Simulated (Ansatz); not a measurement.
# One shape, several levels: PO (Phosphorus monoxide)

Aim: a comparison of 6 runs (U-r2SCAN/STO-3G, U-wB97M-V/STO-3G, U-wB97X/STO-3G, UBLYP/STO-3G, UPBE0/STO-3G, UCCSDT/STO-3G) of PO (Phosphorus monoxide). 

The calculation is run with Ansatz 0.2.0.

36 further runs of the same task are left out: 5 that didn't finish, 31 set aside as unsound or not needed.

### 1 The molecule

The species is PO (2 atoms), meant as a doublet with charge 0. SMILES: `O=[P]`. The P2–O1 distance was set to 2.948 Å, away from the relaxed value.

### 2 A single-point energy at U-r2SCAN/STO-3G (run 1)

File job.yaml:

```yaml
crystal:
  periodic: [false, false, false]
  atoms:
    - {symbol: O, position_ang: [0.000000, -0.000000, -1.483460]}
    - {symbol: P, position_ang: [-0.000000, 0.000000, 1.464540]}
basis:
  gaussian:
    orbitals: STO-3G
magnetization:
  spin_polarized: true
  initial_magnetization: 1
accuracy: high
hamiltonian:
  xc: {name: r2SCAN}
```

Run with:

```console
$ ansatz run job.yaml --threads 1 --pin off --max-ram 3480MiB --events-out events.jsonl --progress --plain --runs-dir runs
```

What it wrote:

```text
Warning: RAYON_NUM_THREADS=1 ignored (pool sized by the plan → 1); use --threads N
Functional definition: r2SCAN
  name "r2SCAN"
  parameter k0 = 0.174
  parameter k1 = 0.065
  parameter a1 = 4.9479
  exchange = r2scan_x(k0 = k0, k1 = k1, a1 = a1)
  correlation = r2scan_c
206 factors; integrals over basis functions are off by at most 1.2e-8 eV
mean field evaluation 1: about -11152.6462 eV, gradient 2.6e1 eV
mean field evaluation 2: about -11072.6682 eV, gradient 7.2e0 eV
mean field evaluation 4: about -11146.5122 eV, gradient 1.7e1 eV
mean field evaluation 8: about -11190.9396 eV, gradient 3.1e0 eV
mean field evaluation 16: about -11193.8933 eV, gradient 2.3e-8 eV
mean field evaluation 32: about -11193.8933 eV, gradient 6.5e-7 eV
mean field -11193.89332211 eV, -411.3679920940 hartree, gradient 2.3e-8 eV, S^2 2.633227; 2 other end points of the search recorded, 0 dependent functions left out
reference -11193.89332250 eV, -411.3679921085 hartree; 12, 11 occupied and 2, 3 virtual orbitals, 206 factors
Total energy: -11193.89332250 eV, -411.3679921085 hartree
```

Run time: 3.9 s. Hardware: 1 thread of Intel Xeon Platinum 8488C (Sapphire Rapids), shared host; peak memory 0.17 GiB.

### 3 The energy at U-wB97M-V/STO-3G (run 2)

File run.yaml:

```yaml
crystal:
  periodic: [false, false, false]
  atoms:
    - {symbol: O, position_ang: [0.000000, -0.000000, -1.483460]}
    - {symbol: P, position_ang: [-0.000000, 0.000000, 1.464540]}
basis:
  gaussian: {orbitals: STO-3G}
magnetization: {spin_polarized: true, initial_magnetization: 1}
hamiltonian: {xc: {name: wB97M-V}}
accuracy: high
```

Run with:

```console
$ ansatz run run.yaml --threads 1 --pin off --max-ram 3480MiB --events-out events.jsonl --progress --plain --runs-dir runs
```

What it wrote, shortened:

```text
Warning: RAYON_NUM_THREADS=1 ignored (pool sized by the plan → 1); use --threads N
Functional definition: wB97M-V
  name "wB97M-V"
[...]
  gx(w, u) = 1 - cx + cx01*u + cx10*w
  gss(w, u) = css00 + css04*u^4 + css10*w + css20*w^2 + css43*w^4*u^3
  gos(w, u) = cos00 + cos10*w + (cos20 + cos21*u)*w^2 + (cos60 + cos61*u)*w^6
[...]
      + integral(e_c_pw_mod_opposite_spin*gos(b97_w_opposite, b97_u_opposite)) + vv10(b, c)
206 factors; integrals over basis functions are off by at most 1.2e-8 eV
91 factors; integrals over basis functions are off by at most 2.8e-9 eV
[...]
mean field -11195.71574292 eV, -411.4349648236 hartree, gradient 8.9e-9 eV, S^2 2.687825; 2 other end points of the search recorded, 0 dependent functions left out
reference -11195.71574436 eV, -411.4349648764 hartree; 12, 11 occupied and 2, 3 virtual orbitals, 206 factors
Total energy: -11195.71574436 eV, -411.4349648764 hartree
```

It took 17 s on 1 thread of Intel Xeon Platinum 8488C (Sapphire Rapids), shared host; peak memory 0.34 GiB.

Runs 3 to 5 aren't shown in full; the table further down has their settings and results.

### 4 The energy at UCCSDT/STO-3G (run 6)

File in.yaml:

```yaml
crystal:
  periodic: [false, false, false]
  atoms:
    - {symbol: O, position_ang: [0.000000, -0.000000, -1.483460]}
    - {symbol: P, position_ang: [-0.000000, 0.000000, 1.464540]}
basis:
  gaussian: {orbitals: STO-3G}
magnetization: {spin_polarized: true, initial_magnetization: 1}
correlation: {method: ccsdt, frozen_orbitals: {O: 1, P: 5}}
accuracy: high
scf: {omitted_lower_state_checks: [cluster_reference, increment]}
```

Run with:

```console
$ ansatz run in.yaml --threads 1 --pin off --max-ram 3480MiB --events-out events.jsonl --progress --plain --runs-dir runs
```

What it wrote:

```text
Warning: RAYON_NUM_THREADS=1 ignored (pool sized by the plan → 1); use --threads N
[... 17 lines left out ...]
6 core orbitals not correlated: weight in the atoms' cores, before any rotation towards them, 1.000 or more for the frozen orbitals, at most 0.000 for the correlated occupied ones
[... 71 lines left out ...]
Total energy: -11175.03668914 eV, -410.6750236141 hartree
Checks for a lower state left out: cluster_reference, increment
```

It took 1.1 s on 1 thread of Intel Xeon Platinum 8488C (Sapphire Rapids), shared host.

### 5 The series

| run | level | frozen core orbitals | energy (Eh) | ⟨S²⟩ | wall time |
| --- | --- | --- | --- | --- | --- |
| 1 | U-r2SCAN/STO-3G | – | -411.367992 | 2.633 | 3.9 s |
| 2 | U-wB97M-V/STO-3G | – | -411.434965 | 2.688 | 17 s |
| 3 | U-wB97X/STO-3G | – | -411.400340 | 2.699 | 7.8 s |
| 4 | UBLYP/STO-3G | – | -411.336582 | 2.532 | 1.4 s |
| 5 | UPBE0/STO-3G | – | -411.222686 | 2.671 | 0.99 s |
| 6 | UCCSDT/STO-3G | 6 | -410.675024 | 2.735 | 1.1 s |

### 6 Outcome

| quantity | value |
| --- | --- |
| run 6: total energy | -410.67502 Eh |
| run 6: correlation energy (6 core orbitals frozen) | -1.2 mEh |
| run 6: ⟨S²⟩ of the reference determinant | 2.735 |
| run 6: T1 diagnostic | 0.011 |

What this shows: Totals of different functionals can't be ranked against each other. In runs 1, 2, 3, 4, 5, 6 the basis is minimal, so the values are rough. Spin contamination of the reference: run 6 ⟨S²⟩ = 2.73, run 3 ⟨S²⟩ = 2.70, run 2 ⟨S²⟩ = 2.69, run 5 ⟨S²⟩ = 2.67, run 1 ⟨S²⟩ = 2.63, run 4 ⟨S²⟩ = 2.53. Where it is this large, the reference is a mixture of spin states, and values that rest on it are in doubt. All runs together took 33 s, the longest 17 s.
